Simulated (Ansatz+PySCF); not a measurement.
The numbers below are computed, except where a source is named.
This Ansatz input gave a total energy of -198.49512 hartree.

```yaml
crystal:
  periodic: [false, false, false]
  atoms:
    - { symbol: F, position_ang: [0.0, 0.0, -0.74328] }
    - { symbol: F, position_ang: [0.0, 0.0, 0.74328] }
basis:
  gaussian: { orbitals: def2-SVP }
hamiltonian:
  xc: hf
```

(1) Write an input for PySCF with the same method and basis set.

Results:

(1)

```python
from pyscf import gto, scf

mol = gto.M(atom="""
F 0.000000 0.000000 -0.743280
F 0.000000 0.000000 0.743280
""", basis='def2-svp', charge=0, spin=0)
mf = scf.RHF(mol)
mf.init_guess = 'minao'
mf.kernel()
while True:  # follow internal instabilities
    mo, _, stable, _ = mf.stability(return_status=True)
    if stable: break
    mf.kernel(mf.make_rdm1(mo, mf.mo_occ))
print(mf.converged, mf.e_tot, mf.spin_square()[0])
```

PySCF 2.14.0 gave -198.49512 hartree, 0.03 meV from the first. Caution: an unrestricted determinant lies well below.
